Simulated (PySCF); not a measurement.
Estimate the missing entries of this data sheet.

Compound: CCl2 (singlet state).
Bonds: Cl1–C2, C2–Cl3.

```tsv
property	level	value
point group of the GFN2-xTB geometry	GFN2-xTB	?
rotational constants A, B, C of the GFN2-xTB geometry	GFN2-xTB	57.752, 3.720, 3.495 GHz
dipole moment	B3LYP/def2-SVPD	1.31 D
HOMO energy	B3LYP/def2-SVPD	-6.99 eV
LUMO energy	B3LYP/def2-SVPD	-3.49 eV
lowest singlet excitation	TDDFT B3LYP/def2-SVPD	2.16 eV (574 nm, f = 0.002)
strongest line among the 8 lowest singlet transitions	TDDFT B3LYP/def2-SVPD	?
lowest triplet excitation (Tamm–Dancoff)	TDA B3LYP/def2-SVPD	0.81 eV
static isotropic polarisability	B3LYP/def2-SVPD	?
electronic spatial extent ⟨r²⟩ about the centre of nuclear charge	B3LYP/def2-SVPD	320 bohr²
```

The electronic properties come from PySCF, for the isolated species, density fitting.

Question: The point group of the GFN2-xTB geometry?

Answer: C2v.

Question: What is the strongest line among the 8 lowest singlet transitions?

Answer: S8 at 7.74 eV (160 nm, f = 0.162).

Question: The static isotropic polarisability?

Answer: 42.6 au.

The rotational constants make it an asymmetric top with κ = (2B − A − C)/(A − C) = -0.99, nearer the prolate limit (−1). The vertical singlet–triplet gap S1 − T1 is 1.35 eV (TDDFT singlet less Tamm–Dancoff triplet; S1: HOMO→LUMO, weight 1.00; T1: HOMO→LUMO, weight 0.98). With B = h/(8π²I), that is 505.379 GHz u Å² over I, the principal moments of inertia are 8.8, 135.9 and 144.6 u Å² (most abundant isotopes).

For the TDDFT job (B3LYP/def2-SVPD), the run took 3.3 s on x86-64 server, one thread (shared host).
